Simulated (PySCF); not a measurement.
Species: CH3Cl.
SMILES: `CCl`

A linear-response calculation (PySCF, def2-SVPD basis, gas phase, vertical, core orbitals frozen in the response) gave these numbers; the functional is withheld.

Orbital energies (eV): HOMO-3 -12.38, HOMO-2 -11.56, HOMO-1 -8.28, HOMO -8.28, LUMO 0.08, LUMO+1 0.72, LUMO+2 1.81.

```json
{"state": "S1", "E (eV)": "7.16", "f": "0.0040", "main configurations (H = HOMO, L = LUMO)": "H-1/H→L (≥95%)"}
{"state": "S2", "E (eV)": "7.16", "f": "0.0040", "main configurations (H = HOMO, L = LUMO)": "H-1/H→L (≥95%)"}
{"state": "S3", "E (eV)": "7.86", "f": "0.018", "main configurations (H = HOMO, L = LUMO)": "H-1/H→L+1 (≥95%)"}
{"state": "S4", "E (eV)": "7.86", "f": "0.018", "main configurations (H = HOMO, L = LUMO)": "H-1/H→L+1 (≥95%)"}
{"state": "S5", "E (eV)": "9.02", "f": "0.0032", "main configurations (H = HOMO, L = LUMO)": "H-1/H→L+3 (≥50%), H-1/H→L+2 (≥35%)"}
{"state": "S6", "E (eV)": "9.02", "f": "0.0032", "main configurations (H = HOMO, L = LUMO)": "H-1/H→L+2 (≥50%), H-1/H→L+3 (≥35%)"}
```

Triplets, Tamm–Dancoff:

```json
{"state": "T1", "E (eV)": "6.53", "λ (nm)": "189.7", "main configurations (H = HOMO, L = LUMO)": "H-1/H→L (≥86%), H-1/H→L+1 (≥10%)"}
{"state": "T2", "E (eV)": "6.53", "λ (nm)": "189.7", "main configurations (H = HOMO, L = LUMO)": "H-1/H→L (≥86%), H-1/H→L+1 (≥10%)"}
{"state": "T3", "E (eV)": "7.67", "λ (nm)": "161.6", "main configurations (H = HOMO, L = LUMO)": "H-1/H→L+1 (89%), H-1/H→L (10%)"}
{"state": "T4", "E (eV)": "7.67", "λ (nm)": "161.6", "main configurations (H = HOMO, L = LUMO)": "H-1/H→L+1 (89%), H-1/H→L (10%)"}
```

Vertical ionisation energy by ΔSCF with the same functional: 11.36 eV. Mean static polarisability: 29.5 au.

Orbitals of the list HOMO-3 to LUMO+2 that lie within 0.01 eV of each other are written together with a slash and their weights summed (≥ marks a lower bound); for degenerate orbitals outside that list single weights are arbitrary.

Problem. Which of these was used?
A. CAM-B3LYP
B. HF
C. B3LYP
D. PBE

Solution. C. B3LYP is a global hybrid with 20% exact exchange. In this run −ε(HOMO) = 8.28 eV differs from the ΔSCF value by -3.08 eV, and S1 differs from the orbital gap of 8.36 eV by -1.20 eV. The ratio −ε(HOMO)/IP is 0.73. Usual ranges for neutral molecules in this basis: 0.67 to 0.83 with B3LYP, 0.5 to 0.7 with PBE, 0.85 to 0.93 with CAM-B3LYP; with Hartree–Fock the ratio is 1 or more (Koopmans' value less the relaxation energy is the ΔSCF value).

Computed, not measured: PySCF 2.14.0, density-fitted response routines, TDDFT B3LYP/def2-SVPD, vertical, gas phase, core orbitals frozen in the response. Geometry: PBE0-D3(BJ)/def2-SVP; no solvent, vibrations or thermal averaging.
